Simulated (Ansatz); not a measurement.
A nudged elastic band was laid between two geometries of H4O2Si (7 atoms, charge 0, multiplicity 1).

Computed with RKS r2SCAN-D4/def2-SVP (Ansatz 0.2.0).

```
movable images  : 5
climbing image  : yes
spring          : 5.0 eV/Å²
optimiser       : quadratic models (default)
start path      : through a guess of the saddle point
force threshold : 0.2 eV/Å
iteration limit : 60
end points      : relaxed
```

Image 0:

```xyz
7
Properties=species:S:1:pos:R:3
Si 0.270 -0.018 0.035
O 0.536 -0.045 1.673
H -0.216 -0.200 2.255
H 1.616 0.114 -0.562
O -0.626 1.288 -0.470
H -1.577 1.166 -0.568
H -0.435 -1.268 -0.399
```

Image 6:

```xyz
7
Properties=species:S:1:pos:R:3
Si 0.024 -0.269 -0.798
O 0.730 0.190 1.243
H 0.614 -0.604 1.788
H 1.687 0.336 1.201
O -0.815 1.182 -0.989
H -1.630 1.283 -0.482
H -1.043 -1.079 0.000
```

Question: Which bonds break or form, and what moves?

Answer: Bonds broken: Si1–O2, Si1–H4. Bonds formed: O2–H4.

Question: What energy profile does the band end with?

Answer: It converged. The highest image is number 4 of 0 to 6, 319.0 kJ/mol above the first end and 80.2 kJ/mol above the last; the last end lies 238.7 kJ/mol above the first. The threshold of 0.2 eV/Å is loose, so the images may lie well off the minimum-energy path. Neighbouring images differ by up to 2.1 eV, so the band resolves the path poorly. The order of the point at the top wasn't checked. The orbitals stay closed-shell, which can raise the energy where a bond breaks towards radicals; this wasn't checked here.

```csv
image,path coordinate (Å),energy (kJ/mol),Si1–O2 (Å),Si1–H4 (Å),O2–H4 (Å)
0,0.00,0.0,1.66,1.48,2.49
1,0.67,0.3,1.66,1.48,2.60
2,1.34,2.5,1.66,1.49,2.58
3,2.01,113.9,1.69,1.48,1.98
4,2.68,319.0,1.93,1.63,1.28
5,3.24,252.4,2.18,2.20,0.98
6,3.81,238.7,2.21,2.67,0.97
```

Question: What is the geometry of the highest image?

Answer: 
```xyz
7
Properties=species:S:1:pos:R:3
Si 0.163 -0.027 -0.389
O 0.639 0.224 1.462
H 0.533 -0.566 2.021
H 1.505 0.044 0.540
O -0.749 1.313 -0.789
H -1.701 1.222 -0.640
H -0.822 -1.172 -0.241
```

The band took 14 iterations and roughly 3 core-minutes.

The run took 3.4 min on 1 thread of Arm Neoverse V1, on a shared host, peak memory 0.12 GiB.
